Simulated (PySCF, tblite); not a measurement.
# Complex of methylammonium and ammonia

A gas-phase complex of methylammonium and ammonia; charge +1, singlet. The structure comes from a short search (6 tight-binding starts) and was relaxed by PBE0-D3(BJ)/def2-SVPD; another way of binding may lie lower. No frequency run checks that it is a minimum.

```json
{"part": "1", "name": "methylammonium", "SMILES": "C[NH3+]", "atoms": "1–8", "charge": "+1", "multiplicity": "1"}
{"part": "2", "name": "ammonia", "SMILES": "N", "atoms": "9–12", "charge": "0", "multiplicity": "1"}
```

| atom | part | x (Å) | y (Å) | z (Å) |
| --- | --- | --- | --- | --- |
| C1 | 1 | 0.767 | 0.055 | 0.074 |
| N2 | 1 | -0.666 | -0.229 | -0.166 |
| H3 | 1 | 0.848 | 0.876 | 0.794 |
| H4 | 1 | 1.231 | 0.351 | -0.873 |
| H5 | 1 | 1.269 | -0.834 | 0.470 |
| H6 | 1 | -1.138 | -0.518 | 0.694 |
| H7 | 1 | -1.185 | 0.668 | -0.562 |
| H8 | 1 | -0.788 | -0.991 | -0.838 |
| N9 | 2 | -1.867 | 2.008 | -1.135 |
| H10 | 2 | -1.811 | 2.075 | -2.151 |
| H11 | 2 | -2.859 | 2.063 | -0.904 |
| H12 | 2 | -1.446 | 2.863 | -0.772 |

Contacts between parts, classed by geometry: H7···N9 1.609 Å (hydrogen bond, 177°).

Deforming the relaxed parts to their shape here costs 3.4 kcal/mol, which the interaction energies leave out.

Interaction energies are complex less parts, with the parts frozen as they stand in it; counterpoise-corrected, in kcal/mol (PySCF).

Q: How strongly do the parts interact, level by level?

A: 
| level | interaction | superposition error removed |
| --- | --- | --- |
| wB97M-D3(BJ)/def2-TZVPD | -26.74 | -0.29 |
| PBE0-D3(BJ)/def2-TZVPD | -28.58 | -0.25 |

Q: What holds them together? Decompose the wB97M-D3(BJ)/def2-TZVPD energy: frozen parts, their antisymmetrised product, then relaxation.

A: electrostatic -34.9, Pauli repulsion +34.8, orbital relaxation -25.4, dispersion correction -1.5 kcal/mol, which sum to the value before the counterpoise correction; the Pauli term holds the exchange-correlation of the frozen density too. Of the attraction, 57 % is electrostatic, 41 % is orbital relaxation, 2 % is dispersion correction.

The parts were also relaxed and run alone, at the levels used for the complex: shieldings by PBE0/pcSseg-2.

Values alone: N2–H7 bond (Å): 1.026; shielding of H7 (ppm): 26.67; shielding of N9 (ppm): 262.5; shielding of N2 (ppm): 222.9.

Q: What does binding change?

A: 
```json
{"property": "N2–H7 bond (Å)", "alone": "1.026", "in the complex": "1.109", "change": "+0.083"}
{"property": "shielding of H7 (ppm)", "alone": "26.67", "in the complex": "14.23", "change": "-12.44"}
{"property": "shielding of N9 (ppm)", "alone": "262.5", "in the complex": "242.8", "change": "-19.7"}
{"property": "shielding of N2 (ppm)", "alone": "222.9", "in the complex": "214.8", "change": "-8.0"}
```

Density functionals tend to overstate the lengthening and the red shift of so strongly bound an X–H bond.

The 3 runs behind this took 42 s in all, one thread each of AMD EPYC 9R45 96-Core on a shared host, launched as `OMP_NUM_THREADS=1 python cluster_run.py task.json out`.
